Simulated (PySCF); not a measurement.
## Static response to an electric field

Species: C₃H₄ClF.
Geometry (GFN2-xTB, Å), atoms numbered from 1 in this order:
```xyz
9
C3H4ClF angstrom
C      1.3617   -0.2513   -0.3074
C      0.2059    0.3776   -0.4169
C     -0.9632    0.1245    0.4731
F     -0.6535   -0.6716    1.5261
Cl    -2.2604   -0.6962   -0.4738
H      1.5320   -0.9868    0.4608
H      2.1792   -0.0459   -0.9753
H      0.0162    1.1109   -1.1866
H     -1.4045    1.0449    0.8749
```

Level: CAM-B3LYP/def2-SVPD (PySCF), static field, nuclei fixed, core orbitals frozen in the response. The polarisability tensor in these axes (au):

```
x   68.22 -0.67  1.92
y   -0.67 45.24 -0.54
z    1.92 -0.54 45.87
```

Diagonalise the tensor; give its mean and Δα, where Δα² is half the sum of the squared differences of the eigenvalues.

Principal values 44.93, 46.00 and 68.40 au; mean 53.11 au = 7.87 Å³ = 8.76 × 10⁻⁴⁰ C²·m²/J; Δα = 22.95 au (43 % of the mean).

What is the dipole moment, and where does it point?

(1.33, 1.61, -0.51) D, 2.16 D in size, pointing from the negative to the positive side. Measured along this direction, the outermost atoms are Cl5 at the negative end and H7 at the positive end.

Find the Langevin capture rate constant for O2+ (31.990 u) meeting this molecule (93.999 u), k = 2.342 × 10⁻⁹ cm³/s × √(α in Å³ / reduced mass in u).

The reduced mass is 23.87 u, so k = 1.34 × 10⁻⁹ cm³/s. The formula leaves out the permanent dipole, which adds to the capture rate.

In a dilute gas of rigid molecules at 400 K, how does the orientational term μ²/3kT compare with the electronic polarisability?

In Gaussian units μ²/3kT = 28.05 Å³ against 7.87 Å³, a ratio of 3.56; the Debye molar polarisation (4π/3)N_A(α + μ²/3kT) is 90.6 cm³/mol, leaving out the vibrational part.

What are the principal values of the traceless quadrupole moment, Θ = ½Σq(3rr − r²1), about the centre of nuclear charge?

-3.77, 0.25, 3.52 D·Å. The values depend on the origin, since the dipole doesn't vanish. The electronic extent ⟨r²⟩ about the same centre is 541 bohr², a root-mean-square distance of 1.78 Å for the 48 electrons.

Refractivity n − 1 of an ideal gas of it at 273.15 K and 1 atm, from the electronic α?

N = p/kT = 2.6868 × 10¹⁹ cm⁻³, so n − 1 = 2π × N × 7.87 × 10⁻²⁴ cm³ = 1329 × 10⁻⁶ at long wavelengths, for an ideal gas.

One conformer (not necessarily the lowest) at the GFN2-xTB geometry, without solvent, vibrations or thermal averaging.

These values come from a run that also computed excited states. On Arm Neoverse V2, one thread, shared host with 96 logical CPUs at a one-minute load of 29, this took 11 s and 0.59 GiB of memory at its peak.
